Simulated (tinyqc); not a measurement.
RHF in the sto-3g basis, for BH3, spin multiplicity 1, step by step. One step of it, computed by the program tinyqc.

Question. Iteration 2: diagonalisation and new density. Diagonalise F' = X^T F X, C = X C', fill 4 alpha and 4 beta electrons from the bottom; D = 2 C_occ C_occ^T; the new density keeps 0.7 of the old one (damping). Each column has its largest component positive (the first on a tie).

extrapolated F (hartree), lower triangle:
```
,1B 1s,1B 2s,1B 2px,1B 2py,1B 2pz,2H 1s,3H 1s,4H 1s
1B 1s,-7.447228
1B 2s,-2.184910,-1.067933
1B 2px,0.000003,0.000139,-0.162647
1B 2py,0.000000,0.000000,0.000000,-0.162901
1B 2pz,-0.001306,0.009602,-0.000009,0.000000,0.232018
2H 1s,-0.443349,-0.505043,-0.380269,0.000000,0.010289,-0.348742
3H 1s,-0.444089,-0.505518,0.190193,-0.329484,0.010301,-0.117149,-0.349182
4H 1s,-0.444089,-0.505518,0.190193,0.329484,0.010301,-0.117149,-0.117255,-0.349182
```

X, lower triangle:
```
,1B 1s,1B 2s,1B 2px,1B 2py,1B 2pz,2H 1s,3H 1s,4H 1s
1B 1s,1.033167
1B 2s,-0.175047,1.333492
1B 2px,0.000012,-0.000197,1.166199
1B 2py,0.000000,0.000000,0.000000,1.166456
1B 2pz,0.001164,-0.010520,0.000008,0.000000,1.000363
2H 1s,0.026763,-0.291110,-0.310881,0.000000,0.010091,1.209149
3H 1s,0.026774,-0.291518,0.155583,-0.269570,0.010109,-0.012436,1.209585
4H 1s,0.026774,-0.291518,0.155583,0.269570,0.010109,-0.012436,-0.012470,1.209585
```

D after iteration 1, lower triangle:
```
,1B 1s,1B 2s,1B 2px,1B 2py,1B 2pz,2H 1s,3H 1s,4H 1s
1B 1s,2.043697
1B 2s,-0.141517,0.688202
1B 2px,-0.000048,0.000235,0.861657
1B 2py,0.000000,0.000000,0.000000,0.861274
1B 2pz,0.007292,-0.019735,-0.000003,0.000000,0.000592
2H 1s,-0.163937,0.325771,0.502552,0.000000,-0.009325,0.490736
3H 1s,-0.164039,0.325841,-0.251154,0.435135,-0.009332,-0.004098,0.490878
4H 1s,-0.164039,0.325841,-0.251154,-0.435135,-0.009332,-0.004098,-0.004098,0.490878
```

overlap S, lower triangle:
```
,1B 1s,1B 2s,1B 2px,1B 2py,1B 2pz,2H 1s,3H 1s,4H 1s
1B 1s,1.000000
1B 2s,0.269328,1.000000
1B 2px,0.000000,0.000000,1.000000
1B 2py,0.000000,0.000000,0.000000,1.000000
1B 2pz,0.000000,0.000000,0.000000,0.000000,1.000000
2H 1s,0.053251,0.426647,0.453382,0.000000,-0.015148,1.000000
3H 1s,0.053341,0.427013,-0.226783,0.392902,-0.015166,0.080976,1.000000
4H 1s,0.053341,0.427013,-0.226783,-0.392902,-0.015166,0.080976,0.081036,1.000000
```

Give: F' = X^T F X; orbital energies; coefficients C; D after iteration 2.

Answer.

F' = X^T F X (hartree), lower triangle:
```
,1,2,3,4,5,6,7,8
1,-7.2526
2,-1.1917,-0.2135
3,0.0000,-0.0001,0.1589
4,0.0000,0.0000,0.0000,0.1591
5,0.0000,-0.0064,0.0000,0.0000,0.2326
6,-0.0383,-0.3626,-0.4499,0.0000,0.0124,0.0287
7,-0.0386,-0.3630,0.2251,-0.3899,0.0124,-0.0352,0.0289
8,-0.0386,-0.3630,0.2251,0.3899,0.0124,-0.0352,-0.0353,0.0289
```

orbital energies (hartree): MO1 -7.4527, MO2 -0.6369, MO3 -0.4419, MO4 -0.4417, MO5 0.2317, MO6 0.5828, MO7 0.6646, MO8 0.6651

coefficients C:
```
,MO1,MO2,MO3,MO4,MO5,MO6,MO7,MO8
1B 1s,0.9911,-0.2231,0.0000,-0.0001,-0.0162,-0.2604,0.0008,0.0000
1B 2s,0.0350,0.5817,0.0000,0.0004,0.0700,1.3112,-0.0046,0.0000
1B 2px,0.0000,-0.0003,0.0000,0.5078,0.0000,0.0034,1.1168,0.0000
1B 2py,0.0000,0.0000,0.5078,0.0000,0.0000,0.0000,0.0000,1.1172
1B 2pz,-0.0001,-0.0074,0.0000,0.0000,0.9977,-0.0756,0.0002,0.0000
2H 1s,-0.0059,0.2829,0.0000,0.5250,-0.0248,-0.6900,-0.9012,0.0000
3H 1s,-0.0059,0.2834,0.4544,-0.2622,-0.0248,-0.6861,0.4541,-0.7829
4H 1s,-0.0059,0.2834,-0.4544,-0.2622,-0.0248,-0.6861,0.4541,0.7829
```

D after iteration 2, lower triangle:
```
,1B 1s,1B 2s,1B 2px,1B 2py,1B 2pz,2H 1s,3H 1s,4H 1s
1B 1s,2.0499
1B 2s,-0.1561,0.6855
1B 2px,0.0000,0.0002,0.7579
1B 2py,0.0000,0.0000,0.0000,0.7576
1B 2pz,0.0060,-0.0164,0.0000,0.0000,0.0004
2H 1s,-0.1562,0.3268,0.5117,0.0000,-0.0078,0.5569
3H 1s,-0.1562,0.3268,-0.2557,0.4430,-0.0078,-0.0373,0.5570
4H 1s,-0.1562,0.3268,-0.2557,-0.4430,-0.0078,-0.0373,-0.0373,0.5570
```
